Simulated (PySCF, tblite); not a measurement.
## A complex of hydrogen sulfide and dimethyl ether

A gas-phase complex of hydrogen sulfide and dimethyl ether; neutral, singlet. The structure comes from a short search (6 tight-binding starts) and was relaxed by PBE0-D3(BJ)/def2-SVPD; another way of binding may lie lower. No frequency run checks that it is a minimum.

```json
{"part": "1", "name": "hydrogen sulfide", "SMILES": "S", "atoms": "1–3", "charge": "0", "multiplicity": "1"}
{"part": "2", "name": "dimethyl ether", "SMILES": "COC", "atoms": "4–12", "charge": "0", "multiplicity": "1"}
```

```
atom  part   x (Å)   y (Å)   z (Å)
  S1     1   0.409  -0.025  -0.045
  H2     1  -0.719   0.523   0.484
  H3     1   0.399  -1.055   0.826
  C4     2  -3.322   1.727   0.305
  O5     2  -2.297   1.493   1.231
  C6     2  -1.895   2.644   1.920
  H7     2  -3.548   0.775  -0.190
  H8     2  -3.013   2.464  -0.458
  H9     2  -4.233   2.100   0.806
 H10     2  -1.521   3.418   1.225
 H11     2  -2.729   3.070   2.505
 H12     2  -1.085   2.360   2.603
```

Contacts between parts, classed by geometry: H2···O5 1.996 Å (hydrogen bond, 175°).

Interaction energies are complex less parts, with the parts frozen as they stand in it; counterpoise-corrected, in kcal/mol (PySCF).

Problem. How strongly do the parts interact, level by level?

Solution. 
```json
{"level": "wB97M-D3(BJ)/def2-TZVPD", "interaction": "-3.13", "superposition error removed": "-0.09"}
{"level": "PBE0-D3(BJ)/def2-TZVPD", "interaction": "-3.74", "superposition error removed": "-0.09"}
{"level": "RI-MP2/def2-TZVPD", "interaction": "-3.23", "superposition error removed": "-0.80"}
```

Problem. What holds them together? Decompose the wB97M-D3(BJ)/def2-TZVPD energy: frozen parts, their antisymmetrised product, then relaxation.

Solution. electrostatic -7.2, Pauli repulsion +8.8, orbital relaxation -3.4, dispersion correction -1.4 kcal/mol, which sum to the value before the counterpoise correction; the Pauli term holds the exchange-correlation of the frozen density too. Of the attraction, 60 % is electrostatic, 28 % is orbital relaxation, 12 % is dispersion correction.

The parts were also relaxed and run alone, at the levels used for the complex: shieldings by PBE0/pcSseg-2; core levels by delta-SCF with SCAN, pcX-2 on the ionised atom and pcseg-1 elsewhere, spin-free X2C (2p3/2 is the spin-free 2p value less a third of a first-order spin-orbit splitting).

Values alone: S1–H2 bond (Å): 1.350; shielding of H2 (ppm): 30.27; shielding of O5 (ppm): 331.6; shielding of S1 (ppm): 704.4; S1 2p3/2 core level (eV): 170.38; C4 1s core level (eV): 292.25; O5 1s core level (eV): 538.54.

Problem. How do these values change when the complex forms?

Solution. 
```
                property   alone  in the complex  change
          S1–H2 bond (Å)   1.350           1.361  +0.011
   shielding of H2 (ppm)   30.27           26.98   -3.29
   shielding of O5 (ppm)   331.6           320.9   -10.7
   shielding of S1 (ppm)   704.4           730.7   +26.3
S1 2p3/2 core level (eV)  170.38          169.38   -1.00
   C4 1s core level (eV)  292.25          292.53   +0.29
   O5 1s core level (eV)  538.54          538.89   +0.35
```
